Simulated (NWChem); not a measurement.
Species: hydroxide (OH anion); SMILES [OH-]

```xyz
2

O      0.0000     0.0000     0.1031
H      0.0000     0.0000    -0.8644
```
Atoms are numbered in this order, from 1.

Program: NWChem. The geometry was optimised at B3LYP/def2-SVPD. The gas-phase anion has a positive highest level at the geometry level, so the gas reference is doubtful. Level: PBE/def2-SVPD with COSMO at NWChem's default radii, gas-phase geometry; rows give the dielectric constant. Reactions with the solvent are ignored.

| dielectric constant | electrostatic solvation energy (kcal/mol) |
|---|---|
| 7.6 | -75.6 |
| 20.7 | ___ |
| 25.0 | -83.8 |
| 37.5 | -85.0 |
| 46.7 | -85.5 |

Complete the blanks.


- 20.7, electrostatic solvation energy (kcal/mol): -83.1
